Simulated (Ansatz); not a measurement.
Geometry optimisation, Ansatz 0.2.0, RKS B3LYP/def2-SVP.

Input:

```yaml
crystal:
  periodic: [false, false, false]
  atoms:
    - { symbol: B, position_ang: [0.16516, -0.119381, 0.23473] }
    - { symbol: H, position_ang: [-0.046498, -0.087744, 1.407082] }
    - { symbol: Cl, position_ang: [1.894069, 0.129982, -0.276322] }
    - { symbol: O, position_ang: [-0.752506, -0.32258, -0.716937] }
    - { symbol: H, position_ang: [-1.645326, -0.446978, -0.368053] }
basis:
  gaussian: { orbitals: def2-SVP }
hamiltonian:
  xc: b3lyp
relax:
  f_tol: 0.03
  max_steps: 50
output:
  orbitals: {}
```

Launched with:

```bash
$ ansatz run input.yaml --threads 1 --pin off --max-ram 2048MiB --backend cpu --events-out ev --progress --plain --runs-dir out
```

**Question.** Where does it end, and by what steps?

**Answer.** The forces met the threshold. After 4 steps the energy has fallen by 0.035 eV; Cl3 moved furthest, 0.04 Å.

```json
{"step": "0", "energy less start (eV)": "0.0000", "largest force component (eV/Å)": "1.183", "accepted": "yes"}
{"step": "1", "energy less start (eV)": "-0.0237", "largest force component (eV/Å)": "0.761", "accepted": "yes"}
{"step": "2", "energy less start (eV)": "-0.0305", "largest force component (eV/Å)": "0.290", "accepted": "yes"}
{"step": "3", "energy less start (eV)": "-0.0337", "largest force component (eV/Å)": "0.125", "accepted": "yes"}
{"step": "4", "energy less start (eV)": "-0.0349", "largest force component (eV/Å)": "0.024", "accepted": "yes"}
```

```xyz
5
Properties=species:S:1:pos:R:3
B 0.189 -0.116 0.232
H -0.065 -0.090 1.410
Cl 1.860 0.124 -0.284
O -0.739 -0.319 -0.716
H -1.629 -0.445 -0.362
```

Time of the run: 8.7 s on 1 thread of Arm Neoverse V1, with other jobs on the host, peak memory 0.12 GiB.
